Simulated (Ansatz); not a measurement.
# BFH4: the cost of one run

All numbers below are computed with Ansatz 0.2.0 (RKS PBE/def2-SVP).

## (1) Starting point

Bond lengths: B1–F2 1.679 Å, B1–H3 1.163 Å, B1–H4 1.164 Å, B1–H5 1.361 Å. Angles: F2–B1–H3 107.9°, F2–B1–H4 108.0°, F2–B1–H5 45.4°, H3–B1–H4 124.7°, H3–B1–H5 117.5°, H4–B1–H5 117.7°.

As a file:

```xyz
6

B    -0.3262    0.1309   -0.2651
F     1.3435    0.2156   -0.1156
H    -0.5691   -0.5429   -1.1820
H    -0.7577    1.1981   -0.0948
H     0.5774   -0.3374    0.6382
H    -0.2679   -0.6642    1.0193
```

## (2) Pulling towards end A

Springs on the bonds that form and break draw the guess towards this end; the thresholds are loose.

input.yaml reads:

```yaml
crystal:
  periodic: [false, false, false]
  atoms:
    - { symbol: B, position_ang: [-0.3262, 0.1309, -0.2651] }
    - { symbol: F, position_ang: [1.3435, 0.2156, -0.1156] }
    - { symbol: H, position_ang: [-0.5691, -0.5429, -1.182] }
    - { symbol: H, position_ang: [-0.7577, 1.1981, -0.0948] }
    - { symbol: H, position_ang: [0.5774, -0.3374, 0.6382] }
    - { symbol: H, position_ang: [-0.2679, -0.6642, 1.0193] }
basis:
  gaussian: { orbitals: def2-SVP }
hamiltonian:
  xc: pbe
relax:
  f_tol: 0.15
  max_steps: 25
  restrain:
    - { distance: [0, 5], at: 2.45, k: 30.0 }
    - { distance: [4, 1], at: 2.18, k: 30.0 }
    - { distance: [0, 1], at: 1.41, k: 30.0 }
    - { distance: [4, 5], at: 0.62, k: 30.0 }
```

On the command line:

```console
> ansatz run input.yaml --threads 1 --pin off --max-ram 2048MiB --backend cpu --events-out ev --progress --plain --runs-dir out
```

What time and memory should one allow on 1 thread of an Arm CPU, shared host?

About 7 s, with a peak of 0.1 GiB.
